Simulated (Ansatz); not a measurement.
# Property card for Ni₅Ge₃

All numbers below come from DFT PBEsol, scalar-relativistic, plane waves, PAW (Ansatz).

Settings: cutoff 420 eV, Γ-centred mesh 8×8×8 on the computed 16-atom cell, Gaussian smearing of 0.10 eV; no spin polarisation.

The structure is relaxed at this level of theory with its symmetry kept. Whether it is the stable form of this composition wasn't checked.

Symmetry: C2/c, No. 15, monoclinic system. The conventional cell has a = 10.687 Å, b = 6.655 Å, c = 6.284 Å, α = 90.00°, β = 120.90°, γ = 90.00°. Ni (site symmetry 1) has 5 Ge at 2.38 to 2.70 Å and 6 Ni at 2.49 to 2.63 Å as nearest neighbours. Ni (site symmetry -1) is surrounded by 6 Ge at 2.44 to 2.76 Å and 6 Ni at 2.49 to 2.54 Å. Ni (site symmetry 1) is surrounded by 5 Ge at 2.33 to 2.55 Å and 6 Ni at 2.53 to 2.63 Å. Ge (site symmetry 2) is surrounded by 8 Ni at 2.35 to 2.55 Å. Around Ge (site symmetry 1) lie 7 Ni at 2.33 to 2.51 Å.

| Property | Result |
| --- | --- |
| Volume per atom | 80.9 bohr³ |
| Formation energy from the elements' standard states (uncorrected) | -0.375 eV/atom |
| Kohn–Sham band gap | none (metal) |
| Density of states at the Fermi level | 10.12 states/eV per cell |
| Löwdin character within 0.5 eV of the Fermi level | Ni 3d 69 %, Ge 4p 22 % |
| Bulk modulus | 183 GPa |
| Its pressure derivative | 4.8 |

A ferromagnetic start lost its moments in a first run, so spin was left out; other magnetic orders weren't tried.

Cost: 8 runs of about 2.4 core-hours in all, on Oxide Virtual Turin-like Processor (Zen 5) (shared hosts).